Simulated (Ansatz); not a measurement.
Reaction: C4H6 (SMILES C#CCC) → C3H3 (SMILES C([CH2])#C, doublet) + CH3 (SMILES [CH3], doublet) (the C-C bond breaks)
Each species at its own B3LYP-D3(BJ)/def2-TZVP minimum (Ansatz, an electronic-structure program).

Total energies in hartree (Ansatz). Open shells are spin-unrestricted; no spin-orbit coupling. Correlated methods leave the cores frozen. No relativity. The UHF reference of C3H3 (C#C[CH2], doublet) is spin-contaminated (<S^2> up to 0.21 over the pure value in the sets run).

```csv
species,HF/cc-pVTZ,CCSD(T)/cc-pVTZ,HF/cc-pVQZ,CCSD(T)/cc-pVQZ,CCSD(T)/cc-pVDZ,CCSDT(Q)/cc-pVDZ
1: C4H6 (SMILES C#CCC),-154.95621,-155.67425,-154.96615,-155.71932,-155.51253,-155.51483
"2: C3H3 (SMILES C([CH2])#C, doublet)",-115.29335,-115.77806,-115.30065,-115.81044,-115.66330,-115.66591
"3: CH3 (SMILES [CH3], doublet)",-39.57748,-39.76098,-39.58026,-39.77245,-39.71583,-39.71634
```

**Question.** Work out the bond dissociation energy (electronic) in kcal/mol: take Hartree-Fock from cc-pVQZ, extrapolate the CCSD(T) correlation energy as X^-3 (X = 3, 4), and add CCSDT(Q) - CCSD(T) in cc-pVDZ. 1 hartree = 627.51 kcal/mol.

**Answer.** 
Species 1: correlation (64·(-0.75317) - 27·(-0.71804))/37 = -0.77881; step -0.00230; E1 = -154.96615 + (-0.77881) + (-0.00230) = -155.74726
Species 2: correlation (64·(-0.50979) - 27·(-0.48471))/37 = -0.52809; step -0.00261; E2 = -115.30065 + (-0.52809) + (-0.00261) = -115.83135
Species 3: correlation (64·(-0.19219) - 27·(-0.18350))/37 = -0.19853; step -0.00051; E3 = -39.58026 + (-0.19853) + (-0.00051) = -39.77930
-1·E1 +1·E2 +1·E3 = 0.13661 hartree = 85.7 kcal/mol.
